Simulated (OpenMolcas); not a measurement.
# One shape, several levels: triplet N2O

Wanted: a comparison of 6 runs (UHF/STO-3G, UPBE/STO-3G, UPBE0/STO-3G, USVWN5/STO-3G, ROMP2/STO-3G, ROCCSD/STO-3G) of triplet N2O. 

The calculation is run with OpenMolcas 26.06.

## 1. The system as given

The species is N2O (3 atoms), meant as a triplet with charge 0. As SMILES of the parent species, `N#[N+][O-]`. Geometry: relaxed at PBE0-D4/def2-TZVP. That shape belongs to the parent species and isn't relaxed for this state.

Bond lengths: N1–N2 1.118 Å, N2–O3 1.174 Å. Angles: N1–N2–O3 180.0°.

## 2. A single-point energy at UHF/STO-3G (run 1)

Contents of calc.input:

```
* N2O Hartree-Fock

&GATEWAY
 BASLIB=$CurrDir
 COORD
 3
 bohr
 N     -0.96697286     1.89218277    -0.31728502
 N     -0.01587370     0.03118048    -0.00529123
 O      0.98284656    -1.92336325     0.32257625
 BASIS=STO-3G
 GROUP=NoSym

&SEWARD

&SCF
 UHF
 SPIN=3
 THRESHOLDS=1e-10 1e-07 1e-07 1e-05
 PRORBITALS=1 1
```

The basis set STO-3G is read from a file made from the Basis Set Exchange's data (not shown).

Launch:

```console
$ export MOLCAS_MEM=1860
$ pymolcas calc.input > calc.log
```

Log:

```text
--- Start Module: gateway ---
[...]
--- Stop Module: gateway /rc=_RC_ALL_IS_WELL_ ---
--- Start Module: seward ---
[...]
      Basis functions           15
--- Stop Module: seward /rc=_RC_ALL_IS_WELL_ ---
--- Start Module: scf ---
[...]
       Convergence after  25 Iterations
[...]
::    Total SCF energy                               -181.0700963287
[...]
      Total spin, S                                     1.0089189569
[...]
      Total electronic charge=   22.000000
      Total            charge=   -0.000000
[...]
      Dipole Moment (debye):
      Origin of the operator (angstrom)=    0.0235   -0.0461    0.0077
                   X=  5.0828E-01               Y= -9.9483E-01               Z=  1.6693E-01           Total=  1.1296E+00
      Quadrupole Moment (debye*angstrom):
[...]
--- Stop Module: scf /rc=_RC_ALL_IS_WELL_ ---
[...]
```

Wall time 2.3 s (1 thread of Intel Xeon Platinum 8375C at 2.90GHz (Ice Lake), shared host); peak memory 0.37 GiB.

## 3. A single-point energy at UPBE/STO-3G (run 2)

Contents of calc.inp:

```
&gateway
baslib = $CurrDir
coord
3
bohr
N     -0.96697286     1.89218277    -0.31728502
N     -0.01587370     0.03118048    -0.00529123
O      0.98284656    -1.92336325     0.32257625
basis = STO-3G
group = NoSym
&seward
gridinput
Grid=UltraFine
End of Grid
&scf
uhf
spin = 3
ksdft = PBE
thresholds = 1e-10 1e-07 1e-07 1e-05
prorbitals = 1 1
```

The basis set STO-3G is read from a file made from the Basis Set Exchange's data (not shown).

Launch:

```console
$ export MOLCAS_MEM=1860
$ pymolcas calc.inp > calc.log
```

Log:

```text
--- Start Module: gateway ---
[...]
--- Stop Module: gateway /rc=_RC_ALL_IS_WELL_ ---
--- Start Module: seward ---
[...]
      Basis functions           15
--- Stop Module: seward /rc=_RC_ALL_IS_WELL_ ---
--- Start Module: scf ---
[...]
       Convergence after  20 Iterations
[...]
::    Total KS-DFT energy                            -181.7370384766
[...]
      Total spin, S                                     1.0002709656
[...]
      Total electronic charge=   22.000000
      Total            charge=   -0.000000
[...]
      Dipole Moment (debye):
      Origin of the operator (angstrom)=    0.0235   -0.0461    0.0077
                   X=  5.9795E-01               Y= -1.1701E+00               Z=  1.9620E-01           Total=  1.3286E+00
      Quadrupole Moment (debye*angstrom):
[...]
--- Stop Module: scf /rc=_RC_ALL_IS_WELL_ ---
[...]
```

It took 5.7 s on 1 thread of Intel Xeon Platinum 8375C at 2.90GHz (Ice Lake), shared host; peak memory 0.37 GiB.

## 4. A single-point energy at UPBE0/STO-3G (run 3)

Contents of calc.input:

```
&GATEWAY
  BasLib=$CurrDir
  Coord
  3
  bohr
  N     -0.96697286     1.89218277    -0.31728502
  N     -0.01587370     0.03118048    -0.00529123
  O      0.98284656    -1.92336325     0.32257625
  Basis=STO-3G
  Group=NoSym

&SEWARD
  GridInput
  Grid=UltraFine
  End of Grid

&SCF
  UHF
  Spin=3
  KSDFT=PBE0
  Thresholds=1e-10 1e-07 1e-07 1e-05
  PrOrbitals=1 1
```

The basis set STO-3G is read from a file made from the Basis Set Exchange's data (not shown).

Launch:

```console
$ export MOLCAS_MEM=1860
$ pymolcas calc.input > calc.log
```

Log:

```text
--- Start Module: gateway ---
[...]
--- Stop Module: gateway /rc=_RC_ALL_IS_WELL_ ---
--- Start Module: seward ---
[...]
      Basis functions           15
--- Stop Module: seward /rc=_RC_ALL_IS_WELL_ ---
--- Start Module: scf ---
[...]
       Convergence after  22 Iterations
[...]
::    Total KS-DFT energy                            -181.7586451079
[...]
      Total spin, S                                     1.0004931482
[...]
      Total electronic charge=   22.000000
      Total            charge=   -0.000000
[...]
      Dipole Moment (debye):
      Origin of the operator (angstrom)=    0.0235   -0.0461    0.0077
                   X=  5.6616E-01               Y= -1.1080E+00               Z=  1.8589E-01           Total=  1.2581E+00
      Quadrupole Moment (debye*angstrom):
[...]
--- Stop Module: scf /rc=_RC_ALL_IS_WELL_ ---
[...]
```

It took 6 s on 1 thread of Intel Xeon Platinum 8375C at 2.90GHz (Ice Lake), shared host; peak memory 0.37 GiB.

Runs 4 to 5 aren't shown in full; the table further down has their settings and results.

## 5. The energy at ROCCSD/STO-3G (run 6)

Contents of calc.inp:

```
&GATEWAY
BasLib=$CurrDir
Coord
3
bohr
N     -0.96697286     1.89218277    -0.31728502
N     -0.01587370     0.03118048    -0.00529123
O      0.98284656    -1.92336325     0.32257625
Basis=STO-3G
Group=NoSym
&SEWARD
&SCF
UHF
Spin=3
Thresholds=1e-10 1e-07 1e-07 1e-05
PrOrbitals=1 1
&RASSCF
FileOrb=$Project.UnaOrb
Spin=3
Nactel=2 0 0
Inactive=10
Ras2=2
OutOrbitals=Canonical
OrbListing=Nothing
&MOTRA
JobIph
Frozen=3
&CCSDT
CCSD
Iterations=80
Accuracy=1e-08
Extrapolation=5 4
```

The basis set STO-3G is read from a file made from the Basis Set Exchange's data (not shown).

Launch:

```console
$ export MOLCAS_MEM=1860
$ pymolcas calc.inp > calc.log
```

Log:

```text
--- Start Module: gateway ---
[...]
--- Stop Module: gateway /rc=_RC_ALL_IS_WELL_ ---
[...]
      Basis functions           15
[...]
       Convergence after  25 Iterations
[...]
::    Total SCF energy                               -181.0700963287
[...]
      Total spin, S                                     1.0089189569
[...]
      Number of active orbitals                  2
[...]
      Spin quantum number                      1.0
[...]
      Active orbitals                            2
[...]
      Number of CSFs                             1
[...]
      Number of root(s) required                 1
[...]
      Convergence after  7 iterations
[...]
      printout of CI-coefficients larger than  0.05 for root  1
      energy=    -181.067829
      conf/sym  11     Coeff  Weight
             1  uu   1.00000 1.00000
      Natural orbitals and occupation numbers for root  1
      sym 1:   1.000000   1.000000
      ************************************************************************************************************************
      *                                                    Final results                                                     *
[...]
::    RASSCF root number  1 Total energy:   -181.06782918
[...]
      Total electronic charge=   22.000000
      Total            charge=   -0.000000
[...]
      Dipole Moment (debye):
      Origin of the operator (angstrom)=    0.0235   -0.0461    0.0077
                   X=  5.1263E-01               Y= -1.0033E+00               Z=  1.6835E-01           Total=  1.1392E+00
      Quadrupole Moment (debye*angstrom):
[...]
--- Start Module: motra ---
[...]
      *** WARNING: Default frozen orbitals is overwritten by user input.
      *** Default values:   3
[...]
--- Stop Module: motra /rc=_RC_ALL_IS_WELL_ ---
--- Start Module: ccsdt ---
[...]
      Convergence after                    30  Iterations
      Total energy (diff) :    -181.21224231      -0.00000001
[...]
--- Stop Module: ccsdt /rc=_RC_ALL_IS_WELL_ ---
[...]
```

Wall time 3.3 s (1 thread of Intel Xeon Platinum 8375C at 2.90GHz (Ice Lake), shared host); peak memory 0.37 GiB.

## 6. The series

```csv
run,level,integration grid,frozen core orbitals,energy (Eh),dipole moment (D),HOMO energy (eV),⟨S²⟩,wall time
1,UHF/STO-3G,–,–,-181.070096,1.13,-5.96,2.027,2.3 s
2,UPBE/STO-3G,UltraFine,–,-181.737038,1.33,0.79,2.001,5.7 s
3,UPBE0/STO-3G,UltraFine,–,-181.758645,1.26,-1.21,2.001,6 s
4,USVWN5/STO-3G,UltraFine,–,-180.498824,1.34,0.93,2.001,5.1 s
5,ROMP2/STO-3G,–,3,-181.188154,–,–,–,3.6 s
6,ROCCSD/STO-3G,–,3,-181.212242,–,–,–,3.3 s
```

## 7. What came out

| quantity | value |
| --- | --- |
| run 6: total energy | -181.21224 Eh |

What this shows: Over runs 1, 2, 3, 4 the dipole moment (its size) runs from 1.13 D (UHF/STO-3G) to 1.34 D (USVWN5/STO-3G). Totals of different functionals can't be ranked against each other. In runs 1, 2, 3, 4, 5, 6 the basis is minimal, so the values are rough. All runs together took 26 s, the longest 6 s.
